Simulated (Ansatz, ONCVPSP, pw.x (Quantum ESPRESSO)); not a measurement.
## From atom to crystal: ONCV potential for niobium (Nb)

ONCVPSP 4.0.1 input, shortened (lines: element, Z, core and valence counts, functional; n l f; lmax; l rc ep ncon nbas qcut; lloc lpopt rc5 dvloc0; l nproj debl; icmod fcfact rcfact), PBE, scalar-relativistic:

```
  Nb 41.00    6    4        4      upf
    1    0    2.00
    2    0    2.00
    2    1    6.00
    3    0    2.00
    3    1    6.00
    3    2   10.00
    4    0    2.00
    4    1    6.00
    4    2    4.00
    5    0    1.00
    2
    0    1.85    0.00    3    6    6.80
    1    1.35    0.00    3    7    6.30
    2    2.30    0.00    4    8    5.70
    4    5    1.10    6.00
    0    2    1.30
    1    2    1.20
    2    2    0.60
    2    0.55    1.10
```

In the p channel the program set the typed energies aside and used -1.269, 0.250 Ha.

Crystal test: bcc Nb in pw.x 7.5, no spin, 14³ k-points, Fermi–Dirac smearing 0.01 Ry, cutoffs 50/200 Ry. The reference is all-electron LAPW (Ansatz 0.2.0) with the same functional, mesh and smearing; V0 and B0 come from Birch–Murnaghan fits to the pressures at five volumes. Errors are pseudo minus all-electron; Δ is the rms difference of the E(V) curves that follow from these fits, minima aligned, over ±6 % about the mean V0. Mesh and smearing are coarse, so the numbers serve the comparison and aren't converged zero-temperature values; the lattice is a test structure that the element need not adopt.

| V (Å³/atom) | P all-electron (GPa) | P pseudo (GPa) |
| --- | --- | --- |
| 17.270 | 9.63 | 9.93 |
| 17.725 | 4.62 | 4.90 |
| 18.179 | 0.16 | 0.42 |
| 18.633 | -3.83 | -3.58 |
| 19.088 | -7.38 | -7.15 |

All-electron: a0 = 3.314 Å (V0 = 18.20 Å³/atom), B0 = 167.9 GPa.

Pseudopotential: mean pressure error (GPa): +0.26; a0 (Å): 3.316; a0 error (%): +0.05; B0 error (%): -0.1; Δ (meV/atom): 1.0. Atomic configuration tests: 1 of 4 tests not solved or not reliable.

Task: At the middle volume, how do free energy and pressure move when the wave cutoff is lowered (ecutrho kept at four times it)?

Result:

| cutoff (Ry) | shift of F (meV/atom) | shift of P (GPa) |
| --- | --- | --- |
| 22 | +1455.0 | -16.55 |
| 30 | +520.1 | -14.20 |
| 40 | +58.4 | -4.25 |

The 8 pw.x runs together took about 96 s on one core of a shared server CPU.
